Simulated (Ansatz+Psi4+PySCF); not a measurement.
# triplet CH3N: levels of theory in one basis

```json
{"atom": "C", "x (Å)": "-0.0122", "y (Å)": "-0.0220", "z (Å)": "-0.0163"}
{"atom": "H", "x (Å)": "1.0374", "y (Å)": "-0.0220", "z (Å)": "-0.3509"}
{"atom": "H", "x (Å)": "-0.5078", "y (Å)": "0.9211", "z (Å)": "-0.3721"}
{"atom": "H", "x (Å)": "-0.4980", "y (Å)": "-0.8759", "z (Å)": "-0.3888"}
{"atom": "N", "x (Å)": "-0.0211", "y (Å)": "-0.0073", "z (Å)": "1.4000"}
```

Basis set: cc-pVTZ (spherical functions). Left uncorrelated: 2 orbitals. Correlation on ROHF uses semicanonical orbitals with singles. Charge 0, multiplicity 3.

Computed with Ansatz (development build ahead of 0.2.0) and Psi4 1.11; each method stands on the lowest determinant of its kind that the runs found.

```
  method  E − E(ROHF) (eV)  <S²> of the determinant
    ROHF              0.00                     2.00
     UHF             -0.26                     2.02
ROHF-MP2             -8.63                        –
 UHF-MP2             -8.62                     2.02
```
